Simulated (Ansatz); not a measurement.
This script drives Ansatz 0.2.0 through its Python package.

`bend.py`:
```python
"""Bending curve of C2H5NS."""

import ansatz as az
from ase import Atoms

SETTINGS = {
    "basis": "cc-pVDZ",
    "xc": "B3LYP",
    "vdw": "d3bj",
    "force_tol": 0.02,
}

atoms = Atoms(["C", "N", "C", "S", "H", "H", "H", "H", "H"], positions=[
    (-0.0224, 1.4141, 0.2153),
    (0.4186, 0.1643, 0.6654),
    (0.0422, -0.8347, -0.0655),
    (0.6864, -2.4219, 0.4103),
    (-0.6777, 1.3972, -0.7234),
    (-0.6795, 1.9344, 0.9871),
    (0.8038, 2.123, 0.0051),
    (-0.5114, -0.7434, -0.9645),
    (0.0285, -3.0794, -0.5469),
])

# start the scan from a relaxed geometry
first = (
    az.Crystal.molecule_from_ase(atoms).calculation()
    .basis(gaussian=SETTINGS["basis"])
    .functional(SETTINGS["xc"], dispersion=SETTINGS["vdw"])
    .relax(force_tolerance=SETTINGS["force_tol"], max_steps=80)
)
atoms.positions = first.run(threads=1).report["positions_ang"]

rows = []
for angle in [90, 100, 110, 120, 135, 150, 165, 179]:
    bent = atoms.copy()
    bent.set_angle(2, 3, 8, angle, indices=[8])
    model = (
        az.Crystal.molecule_from_ase(bent).calculation()
        .basis(gaussian=SETTINGS["basis"])
        .functional(SETTINGS["xc"], dispersion=SETTINGS["vdw"])
    )
    rows.append((angle, model.run(threads=1).report["free_energy_ev"]))
floor = min(e for _, e in rows)
for angle, e in rows:
    print(f"angle C2-S3-H8 = {angle:3d} deg   {1000 * (e - floor):9.1f} meV")
```

It is started by `python bend.py`. How long does it take on 1 thread of Arm Neoverse V1 (shared host), and how much memory does it need?

It took about 51 s, with a peak of 0.24 GiB, for 9 runs of the engine.

Running `python bend.py` prints:
```text
angle C2-S3-H8 =  90 deg         9.3 meV
angle C2-S3-H8 = 100 deg         0.0 meV
angle C2-S3-H8 = 110 deg       151.6 meV
angle C2-S3-H8 = 120 deg       440.7 meV
angle C2-S3-H8 = 135 deg      1078.1 meV
angle C2-S3-H8 = 150 deg      1859.1 meV
angle C2-S3-H8 = 165 deg      2575.9 meV
angle C2-S3-H8 = 179 deg      2883.9 meV
```

Notes:
- These settings explore the input space; basis and method may be short of convergence.
- The scan is rigid, and the energies are electronic, in a modest basis. The zero is the lowest point of the grid, which needn't be the minimum.
- b3lyp holds the VWN-RPA fit, as in Gaussian; the form of ORCA and Turbomole is b3lyp5.

(Lines on the test bed's own set-up are left out of the output.)
